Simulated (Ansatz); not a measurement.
## NH, quintet: reading a ladder of total energies

Geometry: that of the NH⁻, quartet, kept fixed. The triplet lies 8.1 eV lower here.

```yaml
atoms:
  - { symbol: N, position_ang: [0.0000, 0.0000, 0.0000] }
  - { symbol: H, position_ang: [0.0000, 0.0000, 1.0736] }
```

Basis aug-cc-pVDZ; Ansatz 0.2.0. Correlated methods freeze the noble-gas cores, which leaves 6 electrons in 31 orbitals. Prefix R: restricted or restricted open-shell reference; prefix U: unrestricted.

Full CI is exact within this basis and frozen core; it isn't the basis-set limit. The frozen core follows each run's orbitals, which can shift R against U totals by a few meV.

Runs differ by some tens of microhartree through their thresholds and, for an open shell, their frozen cores, so steps under 0.1 kcal/mol mean nothing.

| level | total energy (hartree) |
| --- | --- |
| UHF | -54.705894 |
| UMP2 | -54.786104 |
| UCCSD | -54.804628 |
| UCCSD(T) | -54.806589 |
| UCCSDT | -54.807012 |
| UCCSDT(Q) | -54.807060 |
| UCCSDTQ | -54.807069 |
| full CI | -54.806973 |

**Question.** What is the correlation energy at full CI, and what share of it do UMP2 and UCCSD(T) recover?

**Answer.** E(corr) = -54.806973 − (-54.705894) = -0.101079 hartree = -2.750 eV. UMP2: -0.080210 / -0.101079 = 79.35 %. UCCSD(T): -0.100695 / -0.101079 = 99.62 %.

**Question.** By how many kcal/mol does UCCSD(T) miss full CI (1 hartree = 627.509 kcal/mol), and which steps make up the rest?

**Answer.** -54.806589 − (-54.806973) = 0.000384 hartree = 0.24 kcal/mol. Steps: UCCSDT − UCCSD(T) = -0.27, UCCSDT(Q) − UCCSDT = -0.03, UCCSDTQ − UCCSDT(Q) = -0.01, full CI − UCCSDTQ = 0.06 kcal/mol. That is within 1 kcal/mol of the reference in this basis, which itself misses far more of the correlation at the basis-set limit.
